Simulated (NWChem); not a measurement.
# One shape, several levels: singlet [CF3]+

Wanted: a comparison of 5 runs (BLYP/def2-SVPD, PBE/def2-SVPD, SVWN5/def2-SVPD, TPSS/def2-SVPD, CCSD(T)/def2-SVPD) of singlet [CF3]+. 

The results are computed with NWChem 7.3.0.

## Step 1: Starting point

[CF3]+ has 4 atoms, charge +1, and is taken as a singlet. As SMILES of the parent species, `F[C](F)F`. The shape is that of a PBE0-D4/def2-TZVP optimisation. That shape belongs to the parent species and isn't relaxed for this state.

Bond lengths: F1–C2 1.313 Å, C2–F3 1.313 Å, C2–F4 1.313 Å. Angles: F1–C2–F3 111.4°, F1–C2–F4 111.4°, F3–C2–F4 111.4°.

## Step 2: The energy at BLYP/def2-SVPD (run 1)

Contents of cf3.nw:

```
start cf3
memory stack 880 mb heap 220 mb global 1100 mb
charge 1
geometry units atomic noautosym nocenter noautoz
F  -2.31963882  0.04705418  0.50153331
C  -0.07464418 -0.11243870 -0.54178448
F   1.24514054 -1.97457483  0.42953475
F   1.14914246  2.03995935 -0.38909461
end
basis spherical bse
* library def2-SVPD
end
dft
xc becke88 lyp
grid xfine
convergence energy 1e-08
iterations 100
mulliken
print low
end
task dft energy
```

Launch:

```console
$ nwchem cf3.nw > cf3.out
```

Output:

```text
[...]
 d= 0,ls=0.0,diis     1   -336.5288964780 -4.61D+02  3.79D-02  3.59D+00     1.6
[...]
 d= 0,ls=0.5,diis    17   -336.9093347820 -4.27D-09  6.12D-07  5.26D-09    23.3
         Total DFT energy =     -336.909334783592
      One electron energy =     -703.819411758547
           Coulomb energy =      278.521926231879
    Exchange-Corr. energy =      -36.207875819478
 Nuclear repulsion energy =      124.596026562554
[...]
      Total Density - Mulliken Population Analysis
     ---------------------------------------------
    Atom       Charge   Shell Charges
 -----------   ------   -------------------------------------------------------
    1 F    9     9.09   1.99  1.18  0.75  0.09  3.29  1.67  0.10  0.01  0.01
    2 C    6     4.72   1.98  0.99 -0.16 -0.10  1.79  0.09  0.17 -0.03
    3 F    9     9.09   1.99  1.18  0.75  0.09  3.30  1.67  0.10  0.01  0.01
    4 F    9     9.09   1.99  1.18  0.75  0.09  3.29  1.67  0.10  0.01  0.01
[...]
```

Run time: 26 s. Hardware: 1 thread of AMD EPYC 7R43 (Zen 3), shared host; peak memory 0.12 GiB.

## Step 3: The energy at PBE/def2-SVPD (run 2)

Contents of m1.xyz:

```xyz
4

F     -1.227500     0.024900     0.265400
C     -0.039500    -0.059500    -0.286700
F      0.658900    -1.044900     0.227300
F      0.608100     1.079500    -0.205900
```

Contents of m1.nw:

```
start m1
memory total 2200 mb
charge 1

geometry noautosym nocenter noautoz
   load format xyz m1.xyz
end

basis spherical bse
   * library def2-SVPD
end

dft
   xc xpbe96 cpbe96
   grid xfine
   convergence energy 1e-08
   maxiter 100
   mulliken
   noprint "final vectors analysis"
end

task dft energy
```

Launch:

```console
$ nwchem m1.nw > m1.out
```

Output:

```text
[...]
          Wavefunction type:  closed shell.
          No. of atoms     :     4
          No. of electrons :    32
[...]
          Charge           :     1
          Spin multiplicity:     1
[...]
          AO basis - number of functions:    89
[...]
              XC Information
              --------------
          PerdewBurkeErnzerhof Exchange Functional  1.000
            Perdew 1991 LDA Correlation Functional  1.000 local
           PerdewBurkeErnz. Correlation Functional  1.000 non-local
[...]
 d= 0,ls=0.0,diis     1   -336.2290445360 -4.61D+02  3.76D-02  3.72D+00     1.6
[...]
 d= 0,ls=0.5,diis    17   -336.6179153003 -3.46D-09  5.55D-07  4.17D-09    23.9
         Total DFT energy =     -336.617915301590
      One electron energy =     -703.769792024476
           Coulomb energy =      278.456435690931
    Exchange-Corr. energy =      -35.900594525711
 Nuclear repulsion energy =      124.596035557666
[...]
      Total Density - Mulliken Population Analysis
     ---------------------------------------------
    Atom       Charge   Shell Charges
 -----------   ------   -------------------------------------------------------
    1 F    9     9.12   1.99  1.18  0.76  0.08  3.28  1.70  0.10  0.01  0.01
    2 C    6     4.63   1.98  0.98 -0.18 -0.10  1.78  0.05  0.17 -0.06
    3 F    9     9.12   1.99  1.18  0.76  0.08  3.28  1.70  0.10  0.01  0.01
    4 F    9     9.12   1.99  1.18  0.76  0.08  3.28  1.70  0.10  0.01  0.01
[...]
```

It took 26 s on 1 thread of AMD EPYC 7R43 (Zen 3), shared host; peak memory 0.12 GiB.

Runs 3 to 4 aren't shown in full; the table further down has their settings and results.

## Step 4: The energy at CCSD(T)/def2-SVPD (run 5)

Contents of cf3.nw:

```
start cf3
memory 2200 mb
charge 1

geometry units au noautosym nocenter noautoz
 F  -2.31963882  0.04705418  0.50153331
 C  -0.07464418 -0.11243870 -0.54178448
 F   1.24514054 -1.97457483  0.42953475
 F   1.14914246  2.03995935 -0.38909461
end

basis spherical bse
 * library def2-SVPD
end

scf
 thresh 1e-08
 maxiter 80
 print low
end

ccsd
 freeze core 4
 maxiter 60
end

task ccsd(t) energy
```

Launch:

```console
$ nwchem cf3.nw > cf3.out
```

Output:

```text
[...]
  functions       =    89
[...]
  wavefunction    = RHF
[...]
         Total SCF energy =   -335.451219295834
      One-electron energy =   -703.523688566783
      Two-electron energy =    243.476442708395
 Nuclear repulsion energy =    124.596026562554
        Time for solution =      7.2s
[...]
 Total MP2 energy:           -336.163432710071845
[...]
             energy      energy      error      ampl     ampl      Block
                                                time     time      time
[...]
 Total CCSD energy:           -336.167131941614912
[...]
 Total CCSD+T(CCSD) energy:           -336.195132767174925
[...]
 Total CCSD(T) energy:                -336.190316449329885
[...]
```

Wall time 1.8 min (1 thread of AMD EPYC 7R43 (Zen 3), shared host); peak memory 0.27 GiB.

## Step 5: Overview of the runs

```
run              level  integration grid  iteration cap  energy (Eh)  wall time
  1     BLYP/def2-SVPD             xfine            100  -336.909335       26 s
  2      PBE/def2-SVPD             xfine            100  -336.617915       26 s
  3    SVWN5/def2-SVPD             xfine            100  -334.709842       29 s
  4     TPSS/def2-SVPD             xfine            100  -336.957518       22 s
  5  CCSD(T)/def2-SVPD                 –             80  -336.190316    1.8 min
```

## Step 6: Outcome

| quantity | value |
| --- | --- |
| run 5: total energy | -336.19032 Eh |
| run 5: correlation energy (4 core orbitals frozen) | -739.1 mEh |
| run 5: (T) correction | -23.18 mEh |

Totals of different functionals can't be ranked against each other. All runs together took 3.5 min, the longest 1.8 min.
